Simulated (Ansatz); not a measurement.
CsCl-type TlBr was calculated with RPBE (plane waves, PAW; Ansatz, a first-principles code).

Settings: plane-wave cutoff 520 eV, 8×8×8 k mesh, Fermi–Dirac smearing 0.01 eV, scalar-relativistic PAW data made under PBE.

Cell (measured lattice):

```yaml
crystal:
  lattice:
    - [-3.98000, 0.00000, 0.00000]
    - [0.00000, -3.98000, 0.00000]
    - [0.00000, 0.00000, -3.98000]
  atoms:
    - { symbol: Tl, position: [0.00000, 0.00000, 0.00000] }
    - { symbol: Br, position: [0.50000, 0.50000, 0.50000] }
```

Problem. Give the computed band gap and direct gap at Γ.

Solution. 
- band gap: 2.00 eV
- direct gap at Γ: 8.44 eV

Measured, for comparison: band gap 2.68 eV (temperature not stated, not corrected to a static lattice, detector crystals, literature values; as tabulated in Piasecki et al. (2022), doi:10.1039/d1ma01259b).

Note: cell and atoms aren't relaxed at this level (pressure 3.2 GPa).

Spin–orbit coupling is not included; with these elements it can move the gap by several tenths of an eV or more.

Static lattice: no zero-point or thermal effects.
